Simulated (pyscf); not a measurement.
One four-centre exchange on the singlet surface with elements of a group swapped. ωB97M-D3(BJ)/def2-TZVP, kcal/mol, from the separated reactants. Structures and frequencies: ωB97X-D3(BJ)/def2-SVP in PySCF.

| step | barrier | reaction energy | imaginary mode (i cm⁻¹) |
|---|---|---|---|
| O=V(F)(Cl)–Cl + HCl → O=V(Cl)(Cl)–Cl + HF | 15.8 | +2.6 | 642 |
| O=V(F)(F)–Cl + HF → O=V(F)(F)–F + HCl | (withheld) | (withheld) | 636 |

**Question.** Complete the blanks.

**Answer.** 
- O=V(F)(F)–Cl + HF → O=V(F)(F)–F + HCl, barrier: 10.9
- O=V(F)(F)–Cl + HF → O=V(F)(F)–F + HCl, reaction energy: -3.5

Row 2: On the reactant side the descent ends in an adduct with a F–V contact, 1.7 kcal/mol under the separated species and 12.2 kcal/mol under the saddle at ωB97X-D3(BJ)/def2-TZVP. Each row is the saddle that its search found.
